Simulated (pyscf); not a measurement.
Thermochemistry of product channels of H₂N–SiH(Cl)–Cl (SMILES N[SiH](Cl)Cl) + F• (SMILES [F]) on the doublet surface, in kJ/mol, from ωB97M-D3(BJ)/def2-TZVP energies (ideal gas, 1 atm, RRHO with modes under 100 cm⁻¹ raised to 100, one conformer, R ln 2 for chiral ones without a mode under 150 cm⁻¹). Optimised with ωB97X-D3(BJ)/def2-SVP in PySCF.

| products | ΔE | ΔH(298 K) | ΔG(298 K) | ΔG(900 K) |
|---|---|---|---|---|
| H₂N–Si(F)(Cl)–Cl (SMILES N[Si](F)(Cl)Cl) + H• (SMILES [H]) | -252.9 | -265.8 | -261.0 | [?] |
| •HN–Si(F)(Cl)–Cl (SMILES [NH][Si](F)(Cl)Cl) + H₂ (SMILES [H][H]) | -202.8 | -222.5 | -222.7 | [?] |

Q: Fill in the missing entries.

A: 
- H₂N–Si(F)(Cl)–Cl (SMILES N[Si](F)(Cl)Cl) + H• (SMILES [H]), ΔG(900 K): -255.3
- •HN–Si(F)(Cl)–Cl (SMILES [NH][Si](F)(Cl)Cl) + H₂ (SMILES [H][H]), ΔG(900 K): -226.8

These are energies of the channels, which say nothing of barriers. Left out: orbital degeneracy and the spin-orbit lowering of F.
